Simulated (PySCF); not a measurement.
# Which is lower?

The two ends of one reaction step of BH₂OF, closed shell (PBE0-D4/def2-TZVP).

A:

```csv
atom,x (Å),y (Å),z (Å)
B1,-0.5104,0.3051,0.9908
H2,0.8441,-0.1849,-1.6477
O3,-0.6148,-0.8287,1.3892
H4,0.7136,-0.8193,-1.2744
F5,-0.4060,1.5148,0.5788
```

B:

B1  (-0.064, 0.370, 0.021)
H2  (0.442, 0.771, -0.988)
O3  (-0.117, -0.931, 0.360)
H4  (0.290, -1.507, -0.290)
F5  (-0.605, 1.238, 0.860)
(Å)

Computed with PySCF 2.14 with density fitting (its default auxiliary sets; JK sets also for MP2 and CCSD(T)) (basis: def2-TZVPP); correlated methods freeze the cores. B3LYP uses VWN-RPA correlation.

Task: Which structure is lower at CCSD(T), and by how much? (To be estimated.)

Result: The calculation gives: B, by 133.1 kJ/mol (electronic energy, against the other). By their contacts, A is a complex of BOF + H₂ and B is BH₂OF ([OH][BH][F]).

All methods give the same order:

| method | E(B) − E(A) (kJ/mol) |
| --- | --- |
| SPW92 | -157.5 |
| PBE-D4 | -125.4 |
| r2SCAN-D4 | -134.6 |
| PBE0-D4 | -144.2 |
| B3LYP-D4 | -126.5 |
| BHLYP-D4 | -147.2 |
| wB97M-V | -135.5 |
| HF | -151.2 |
| MP2 | -125.2 |
| CCSD | -138.9 |
| CCSD(T) | -133.1 |

T1 diagnostic: at most 0.016.

Labels in which every atom is bracketed show which atoms are joined, not bond orders.

For scale, one of the runs: CCSD(T)/def2-TZVPP, 121 basis functions, launched by `OMP_NUM_THREADS=4 python run.py`. The run took 34 s on 4 CPU threads of an Arm Neoverse V2 (shared host), with 0.61 GiB of host memory at its peak.
